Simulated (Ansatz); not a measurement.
Basis-set extrapolation for C2H5N (`CC=N`) (PBE0-D4/def2-TZVP geometry, frozen core, Ansatz). Multiplicity 1, RHF reference.

```tsv
	def2-TZVPP	def2-QZVPP
HF	-133.129922	-133.136343
MP2 correlation	-0.542639	-0.578230
CCSD(T) correlation	-0.593910	not run
```

Energies in hartree. Use E(X) = E(∞) + A·exp(−7.88·√X) for Hartree–Fock and E(X) = E(∞) + B·X^(−2.97) for correlation, with X = 3 and 4, and add CCSD(T) minus MP2 of the smaller set to the MP2 limit.

Q: What is the CCSD(T) energy at the basis-set limit?

A: HF limit: -133.136343 + (-0.006421) × 0.13774 = -133.13723. MP2 limit: -0.578230 + (-0.035591) × 0.74074 = -0.60459. Higher-order term: -0.593910 − (-0.542639) = -0.05127. Total: -133.79309 hartree, 1.88 eV below CCSD(T)/def2-TZVPP.
